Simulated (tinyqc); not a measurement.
Inside a calculation. Method: G0W0 on RHF in the sto-3g basis, for LiH, spin multiplicity 1. One step of it, computed by the program tinyqc.

Task: Iteration 1: building the Fock matrix. J_ij = sum D_kl (ij|kl), K_ij = sum D_kl (ik|jl); F = H + J - 0.5 K; E = tr D H + tr D J / 2 - 0.25 tr D K + E_nn.

D at the start:
```
            1Li 1s     1Li 2s   1Li 2px   1Li 2py   1Li 2pz      2H 1s
1Li 1s    2.075358  -0.227597  0.000000  0.000000  0.001386  -0.007526
1Li 2s   -0.227597   1.035658  0.000000  0.000000  0.006770   0.087565
1Li 2px   0.000000   0.000000  0.000000  0.000000  0.000000   0.000000
1Li 2py   0.000000   0.000000  0.000000  0.000000  0.000000   0.000000
1Li 2pz   0.001386   0.006770  0.000000  0.000000  0.004443   0.062120
2H 1s    -0.007526   0.087565  0.000000  0.000000  0.062120   0.869019
```

core Hamiltonian H = T + V (hartree):
```
            1Li 1s     1Li 2s    1Li 2px    1Li 2py    1Li 2pz      2H 1s
1Li 1s   -4.717376  -1.059640   0.000000   0.000000  -0.014265  -0.242746
1Li 2s   -1.059640  -1.384976   0.000000   0.000000  -0.116505  -0.632861
1Li 2px   0.000000   0.000000  -1.126656   0.000000   0.000000   0.000000
1Li 2py   0.000000   0.000000   0.000000  -1.126656   0.000000   0.000000
1Li 2pz  -0.014265  -0.116505   0.000000   0.000000  -1.219943  -0.787178
2H 1s    -0.242746  -0.632861   0.000000   0.000000  -0.787178  -1.398877
```

Two-electron integrals (ij|kl) in chemists' order, unique and non-zero (hartree):
```
(11|11) 1.680395   (21|11) 0.265420   (21|21) 0.049941   (22|11) 0.397727
(22|21) 0.092860   (22|22) 0.290562   (31|31) 0.008981   (32|31) 0.013788
(32|32) 0.064184   (33|11) 0.396640   (33|21) 0.092880   (33|22) 0.290497
(33|33) 0.312946   (41|41) 0.008981   (42|41) 0.013788   (42|42) 0.064184
(43|43) 0.016869   (44|11) 0.396640   (44|21) 0.092880   (44|22) 0.290497
(44|33) 0.279207   (44|44) 0.312946   (51|51) 0.008981   (52|51) 0.013788
(52|52) 0.064184   (53|53) 0.016869   (54|54) 0.016869   (55|11) 0.396640
(55|21) 0.092880   (55|22) 0.290497   (55|33) 0.279207   (55|44) 0.279207
(55|55) 0.312946   (61|11) 0.057288   (61|21) 0.010839   (61|22) 0.020540
(61|33) 0.020299   (61|44) 0.020299   (61|51) 0.001287   (61|52) 0.002503
(61|55) 0.021029   (61|61) 0.002573   (62|11) 0.135457   (62|21) 0.032010
(62|22) 0.106003   (62|33) 0.100518   (62|44) 0.100518   (62|51) 0.005189
(62|52) 0.031573   (62|55) 0.116864   (62|61) 0.008305   (62|62) 0.064405
(63|31) 0.002552   (63|32) 0.011910   (63|53) 0.004848   (63|63) 0.004574
(64|41) 0.002552   (64|42) 0.011910   (64|54) 0.004848   (64|64) 0.004574
(65|11) 0.168090   (65|21) 0.040135   (65|22) 0.137889   (65|33) 0.128552
(65|44) 0.128552   (65|51) 0.008046   (65|52) 0.048362   (65|55) 0.156403
(65|61) 0.010823   (65|62) 0.091689   (65|65) 0.132334   (66|11) 0.310523
(66|21) 0.074644   (66|22) 0.271590   (66|33) 0.247807   (66|44) 0.247807
(66|51) 0.013716   (66|52) 0.102348   (66|55) 0.318868   (66|61) 0.020183
(66|62) 0.206458   (66|65) 0.305174   (66|66) 0.774606
```

nuclear repulsion = 0.93384214 hartree

Give: Coulomb J; exchange K; Fock matrix F; total energy of this density.

Result:

Coulomb J (hartree):
```
         1Li 1s  1Li 2s  1Li 2px  1Li 2py  1Li 2pz   2H 1s
1Li 1s   4.0939  0.7000   0.0000   0.0000   0.0140  0.1557
1Li 2s   0.7000  1.3568   0.0000   0.0000   0.1013  0.5793
1Li 2px  0.0000  0.0000   1.3316   0.0000   0.0000  0.0000
1Li 2py  0.0000  0.0000   0.0000   1.3316   0.0000  0.0000
1Li 2pz  0.0140  0.1013   0.0000   0.0000   1.3998  0.7723
2H 1s    0.1557  0.5793   0.0000   0.0000   0.7723  1.6415
```

exchange K (hartree):
```
         1Li 1s  1Li 2s  1Li 2px  1Li 2py  1Li 2pz   2H 1s
1Li 1s   3.4218  0.5564   0.0000   0.0000   0.0150  0.1433
1Li 2s   0.5564  0.4406   0.0000   0.0000   0.1070  0.3420
1Li 2px  0.0000  0.0000   0.0855   0.0000   0.0000  0.0000
1Li 2py  0.0000  0.0000   0.0000   0.0855   0.0000  0.0000
1Li 2pz  0.0150  0.1070   0.0000   0.0000   0.2230  0.3455
2H 1s    0.1433  0.3420   0.0000   0.0000   0.3455  0.8170
```

Fock matrix F (hartree):
```
          1Li 1s   1Li 2s  1Li 2px  1Li 2py  1Li 2pz    2H 1s
1Li 1s   -2.3344  -0.6378   0.0000   0.0000  -0.0077  -0.1587
1Li 2s   -0.6378  -0.2485   0.0000   0.0000  -0.0686  -0.2246
1Li 2px   0.0000   0.0000   0.1622   0.0000   0.0000   0.0000
1Li 2py   0.0000   0.0000   0.0000   0.1622   0.0000   0.0000
1Li 2pz  -0.0077  -0.0686   0.0000   0.0000   0.0684  -0.1876
2H 1s    -0.1587  -0.2246   0.0000   0.0000  -0.1876  -0.1659
```

total energy of this density = -7.659523 hartree

This density is the starting one; it is not idempotent, so its energy is not variational and may lie below the converged one.
